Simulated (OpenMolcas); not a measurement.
How methods differ on AlH2F (SMILES [F][AlH2])

The species is AlH2F (4 atoms), meant as a singlet with charge 0. SMILES: `[F][AlH2]`. Geometry: a GFN2-xTB relaxation, a rough one for these elements and not checked as a minimum.

```xyz
4

F    -0.3464   -0.0150    1.5652
Al    0.0083    0.0003   -0.0373
H    -0.3870   -1.1977   -0.8985
H     0.7251    1.2124   -0.6294
```

Quantity: the energy change with the F1–Al2 bond stretched from 1.641 to 2.872 Å, in eV. The values are calculated.

```json
{"level": "HF/STO-3G (restricted)", "kind": "Hartree–Fock", "program": "OpenMolcas", "value (eV)": "8.25", "less FCI/STO-3G": "+3.12"}
{"level": "PBE/STO-3G (restricted)", "kind": "GGA", "program": "OpenMolcas", "value (eV)": "6.13", "less FCI/STO-3G": "+1.00"}
{"level": "r2SCAN/STO-3G (restricted)", "kind": "meta-GGA", "program": "OpenMolcas", "value (eV)": "6.42", "less FCI/STO-3G": "+1.29"}
{"level": "B3LYP/STO-3G (restricted)", "kind": "global hybrid", "program": "OpenMolcas", "value (eV)": "6.54", "less FCI/STO-3G": "+1.41"}
{"level": "M06-2X/STO-3G (restricted)", "kind": "hybrid meta-GGA", "program": "OpenMolcas", "value (eV)": "7.15", "less FCI/STO-3G": "+2.02"}
{"level": "B2PLYP/STO-3G (restricted)", "kind": "double hybrid", "program": "OpenMolcas", "value (eV)": "6.50", "less FCI/STO-3G": "+1.37"}
{"level": "MP2/STO-3G (restricted)", "kind": "perturbation theory", "program": "OpenMolcas", "value (eV)": "6.66", "less FCI/STO-3G": "+1.53"}
{"level": "CASPT2(2,2)/STO-3G", "kind": "multireference", "program": "OpenMolcas", "value (eV)": "5.11", "less FCI/STO-3G": "-0.02"}
{"level": "ACPF/STO-3G (restricted)", "kind": "coupled cluster or CI", "program": "OpenMolcas", "value (eV)": "2.43", "less FCI/STO-3G": "-2.70"}
{"level": "FCI/STO-3G", "kind": "exact in the basis", "program": "OpenMolcas", "value (eV)": "5.13", "less FCI/STO-3G": "0.00"}
```

FCI/STO-3G is exact within its basis and frozen core, so for wave-function methods in that basis the difference is their error; functionals converge differently with the basis, so for them it is only a difference. Spin-restricted single references rise too steeply as a bond breaks, Hartree–Fock most of all. Perturbation and coupled-cluster corrections on them can overshoot downwards. The first shape isn't each level's own minimum. The values span 2.43 to 8.25 eV. All rows use very small basis sets, so even the best lies far from the true value.
